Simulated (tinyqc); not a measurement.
Hueckel theory of the pi electrons with the omega technique, for the molecule NC=CCl (SMILES; centres numbered as the heavy atoms are written), step by step. Computed by tinyqc, a small Python program that keeps every step. Settings: charge = 0, omega = 1.4, damping = 0.3. Command: `OMP_NUM_THREADS=1 python tinyqc.py 29706 29707 out.jsonl` (the two numbers bound the seeds that draw the settings). One thread of a shared host (Intel(R) Xeon(R) Processor @ 2.60GHz), about 0.01 s of CPU time with the checks.

## The Hueckel matrix

Centres:
```
centre  z_r, pi electrons of the neutral centre         h
1N                                            2  1.470000
2C                                            1  0.000000
3C                                            1  0.000000
4Cl                                           2  2.170000
```

Bonds:
```
i  j         k
1  2  0.720000
2  3         1
3  4  0.460000
```

H_rr = alpha + h_r beta, H_rs = k_rs beta for bonded centres.

Hueckel matrix in units of beta (H = alpha + beta A):
```
           1N        2C        3C       4Cl
1N   1.470000  0.720000  0.000000  0.000000
2C   0.720000  0.000000  1.000000  0.000000
3C   0.000000  1.000000  0.000000  0.460000
4Cl  0.000000  0.000000  0.460000  2.170000
```

## Orbitals, round 1

pi electrons, sum of z_r less the charge = 6

Diagonalise; E = alpha + x beta with beta < 0, so the largest x are filled first; degenerate levels share their electrons. P = sum n_i c_ri c_si; each orbital has its largest coefficient positive (the first on a tie).

x values: 2.294856  1.833269  0.645720  -1.133845

occupations: 2.000000  2.000000  2.000000  0.000000

coefficients:
```
          MO1        MO2        MO3        MO4
1N   0.134320   0.852814  -0.464541  -0.197150
2C   0.153882   0.430279   0.531822   0.712984
3C   0.256426   0.174792   0.677878  -0.666465
4Cl  0.944735  -0.238779  -0.204571   0.092793
```

charge and bond-order matrix P:
```
            1N         2C         3C        4Cl
1N    1.922264   0.281129  -0.262787   0.036588
2C    0.281129   0.983309   0.950357  -0.132320
3C   -0.262787   0.950357   1.111649   0.123687
4Cl   0.036588  -0.132320   0.123687   1.982779
```

## Omega technique, round 1

h_r = h_r(0) + omega q_r, omega = 1.4, with q_r = z_r - P_rr; 0.3 of the old diagonal is kept.

matrix after round 1:
```
           1N        2C         3C       4Cl
1N   1.546182  0.720000   0.000000  0.000000
2C   0.720000  0.016357   1.000000  0.000000
3C   0.000000  1.000000  -0.109416  0.460000
4Cl  0.000000  0.000000   0.460000  2.186877
```

## Orbitals, round 2

As before.

x values: 2.304988  1.890486  0.617853  -1.173327

occupations: 2.000000  2.000000  2.000000  0.000000

coefficients:
```
          MO1        MO2        MO3        MO4
1N   0.143745   0.865642  -0.443186  -0.183269
2C   0.151492   0.413950   0.571420   0.692224
3C   0.243213   0.152534   0.662801  -0.691574
4Cl  0.947225  -0.236733  -0.194317   0.094674
```

charge and bond-order matrix P:
```
            1N         2C         3C        4Cl
1N    1.932825   0.253726  -0.253488   0.034702
2C    0.253726   1.041652   0.957449  -0.131071
3C   -0.253488   0.957449   1.043449   0.130948
4Cl   0.034702  -0.131071   0.130948   1.982074
```

## Omega technique, round 2

As before.

matrix after round 2:
```
           1N         2C         3C       4Cl
1N   1.558686   0.720000   0.000000  0.000000
2C   0.720000  -0.035912   1.000000  0.000000
3C   0.000000   1.000000  -0.075405  0.460000
4Cl  0.000000   0.000000   0.460000  2.192631
```

## Convergence

Each round sets h_r = h_r(0) + omega (z_r - P_rr), keeping the share named as damping of the old diagonal; repeat until output and input diagonals agree to 1e-6.

Rounds:
```
round   sum n x  largest |h(out) - h(in)|
1      9.547691                  1.56e-01
2      9.626654                  7.47e-02
3      9.645013                  4.29e-02
4      9.649084                  2.50e-02
5      9.650199                  1.64e-02
6      9.650351                  1.03e-02
7      9.650454                  6.63e-03
8      9.650433                  4.23e-03
9      9.650456                  2.70e-03
10     9.650443                  1.73e-03
11     9.650451                  1.10e-03
12     9.650446                  7.06e-04
13     9.650449                  4.51e-04
14     9.650447                  2.88e-04
15     9.650448                  1.84e-04
16     9.650447                  1.18e-04
17     9.650448                  7.53e-05
18     9.650448                  4.81e-05
19     9.650448                  3.08e-05
20     9.650448                  1.97e-05
21     9.650448                  1.26e-05
22     9.650448                  8.03e-06
23     9.650448                  5.13e-06
24     9.650448                  3.28e-06
25     9.650448                  2.10e-06
26     9.650448                  1.34e-06
27     9.650448                  8.57e-07
```

Converged in 27 rounds.

## Energy, charges, bond orders

final x values: 2.311858  1.898333  0.615033  -1.185224

occupations: 2.000000  2.000000  2.000000  0.000000

final P:
```
            1N         2C         3C        4Cl
1N    1.932570   0.257509  -0.250674   0.034122
2C    0.257509   1.016593   0.957305  -0.130307
3C   -0.250674   0.957305   1.068103   0.126849
4Cl   0.034122  -0.130307   0.126849   1.982733
```

E = sum n x; q_r = z_r - P_rr; bond order p = P_rs; free valence = sqrt(3) - sum of p over the bonds of the atom.

pi energy = 6 alpha + this times beta = 9.650448

pi charges: 1N 0.067430, 2C -0.016593, 3C -0.068103, 4Cl 0.017267

Bond orders and lengths from R = 1.517 - 0.180 p (angstrom, C-C alone):
```
bond         p         R
1-2   0.257509         -
2-3   0.957305  1.344685
3-4   0.126849         -
```

free valence of the carbons: 2C 0.517236, 3C 0.647896

gap between the highest filled and the next level = 1.800256 |beta|
